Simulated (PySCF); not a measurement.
Method: PBE-D3(BJ)/def2-TZVP // PBE0-D4/def2-TZVP (PySCF). Isolated molecules, 0 K electronic values unless said otherwise. One relaxed conformer stands for a flexible species; it need not be the lowest. 

Reference species (SMILES): `[CH2]C` (neutral, multiplicity 2).

```yaml
highest_occupied_spin_orbital: -4.54 eV
```

Changed species: `[CH2]OC` (radical fragment; the reference has radical fragment).

Question: What does the change do to the highest occupied spin orbital?

Answer: the highest occupied spin orbital increases by 0.90 eV, to -3.64 eV.
